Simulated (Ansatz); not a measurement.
This script makes the interaction energy of a dimer with the counterpoise correction of H₄NOP, SMILES NPO with Ansatz's Python interface.

`dimer_h4nop.py`
```python
import ansatz

FIRST = [
    ('N', (-0.5688, 0.297, -0.574)),
    ('P', (0.1034, 0.2109, 0.9375)),
    ('O', (1.455, -0.3507, 0.3212)),
    ('H', (-0.2059, 1.1965, -1.057)),
    ('H', (-1.6217, 0.4805, -0.5072)),
    ('H', (-0.4664, -0.9969, 1.3664)),
    ('H', (1.3042, -0.8374, -0.487)),
]
SECOND = [
    ('N', (2.2598, -3.4159, -2.2407)),
    ('P', (3.1405, -4.1597, -1.0511)),
    ('O', (2.9462, -2.9027, -0.1001)),
    ('H', (1.2079, -3.5301, -2.0071)),
    ('H', (2.3496, -3.95, -3.1645)),
    ('H', (4.4318, -3.8849, -1.5248)),
    ('H', (2.8453, -2.092, -0.5954)),
]

def energy(atoms, ghosts=()):
    molecule = ansatz.Crystal.molecule()
    for symbol, xyz in atoms:
        molecule = molecule.atom(symbol, xyz)
    calc = (
        molecule.calculation()
        .basis(gaussian='def2-SVPD')
        .correlation('mp2', electrons='valence')
        .accuracy('medium')
    )
    deck = calc.input()
    if ghosts:
        deck = deck.set(ansatz.key.basis.gaussian.ghost_atoms, [{'symbol': s, 'position_ang': list(xyz)} for s, xyz in ghosts])
    return ansatz.Session.from_dict(deck).plan().execute().report['free_energy_ev']

both = energy(FIRST + SECOND)
alone = energy(FIRST) + energy(SECOND)
ghosted = energy(FIRST, SECOND) + energy(SECOND, FIRST)
print(f'dimer {both:.6f} eV')
print(f'interaction, uncorrected   {(both - alone):8.3f} eV')
print(f'interaction, counterpoise  {(both - ghosted):8.3f} eV')
print(f'basis-set superposition    {(alone - ghosted):8.3f} eV')
```

How large is the interaction at this pose, and how much of it is basis-set superposition?

Uncorrected it is -0.064 eV, with the counterpoise correction 0.048 eV; the difference, 0.11 eV, is the superposition error. The sign changes with the correction, so this basis doesn't settle it.

The run itself:

Output of `python dimer_h4nop.py`:
```text
dimer -25724.618936 eV
interaction, uncorrected     -0.064 eV
interaction, counterpoise     0.048 eV
basis-set superposition       0.113 eV
```

The settings weren't tested for convergence. The dimer is a generated trial pose of unrelaxed monomers, not a minimum, so the figure is no binding energy, and the basis set is small. Wall time of the script: 24 s on 1 thread of Arm Neoverse V2, with other jobs on the host, peak memory 0.59 GiB.
